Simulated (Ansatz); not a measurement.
Relaxation of C$_{2}$H$_{9}$Si (12 atoms, charge 0, multiplicity 2), to a largest force component of 0.03 eV/Å in at most 50 steps.

Level of theory: UKS PBE0-D4/def2-SVP in Ansatz 0.2.0.

```xyz
12
Properties=species:S:1:pos:R:3:forces:R:3
Si -0.167 -0.020 -0.452 -0.01 -0.04 -0.19
H -0.054 -0.033 2.211 0.02 0.00 0.24
C 1.711 -0.013 -0.601 0.09 -0.05 0.00
H 2.143 -0.971 -0.265 -0.06 0.09 -0.02
H 2.021 0.148 -1.651 -0.04 0.02 0.13
H 2.143 0.790 0.019 -0.01 -0.04 -0.06
H -0.754 1.307 -0.826 0.00 0.00 0.01
H -0.789 -1.101 -1.286 0.01 0.03 0.01
C 0.086 -0.027 3.309 -0.02 0.00 -0.09
H -0.427 -0.898 3.740 0.01 0.00 0.00
H 1.158 -0.076 3.545 -0.01 0.00 -0.01
H -0.344 0.894 3.724 0.01 0.00 0.00
```

Where does it end, and by what steps?

The forces met the threshold. The force dipped under the threshold on the way, but the program's further checks kept it going. After 8 steps the energy has fallen by 0.038 eV; H8 moved furthest, 0.51 Å.

```json
{"step": "0", "energy less start (eV)": "0.0000", "largest force component (eV/Å)": "0.238", "accepted": "yes"}
{"step": "1", "energy less start (eV)": "-0.0276", "largest force component (eV/Å)": "0.148", "accepted": "yes"}
{"step": "2", "energy less start (eV)": "-0.0312", "largest force component (eV/Å)": "0.041", "accepted": "yes"}
{"step": "3", "energy less start (eV)": "-0.0321", "largest force component (eV/Å)": "0.028", "accepted": "yes"}
{"step": "4", "energy less start (eV)": "-0.0326", "largest force component (eV/Å)": "0.021", "accepted": "yes"}
{"step": "5", "energy less start (eV)": "-0.0332", "largest force component (eV/Å)": "0.029", "accepted": "yes"}
{"step": "6", "energy less start (eV)": "-0.0335", "largest force component (eV/Å)": "0.153", "accepted": "yes"}
{"step": "7", "energy less start (eV)": "-0.0353", "largest force component (eV/Å)": "0.069", "accepted": "yes"}
{"step": "8", "energy less start (eV)": "-0.0380", "largest force component (eV/Å)": "0.025", "accepted": "yes"}
```

```xyz
12
Properties=species:S:1:pos:R:3
Si -0.228 -0.061 -0.755
H -0.223 -0.069 2.414
C 1.647 -0.041 -0.571
H 2.023 -1.036 -0.288
H 2.129 0.253 -1.519
H 1.955 0.675 0.207
H -0.772 1.295 -1.086
H -0.684 -1.054 -1.781
C 0.132 -0.006 3.453
H -0.255 -0.862 4.021
H 1.230 -0.022 3.467
H -0.227 0.927 3.906
```

Whether the end is a true minimum wasn't checked by a vibrational analysis.

Time of the run: 12 s on 4 threads of Arm Neoverse V1, on a shared host, peak memory 0.22 GiB.
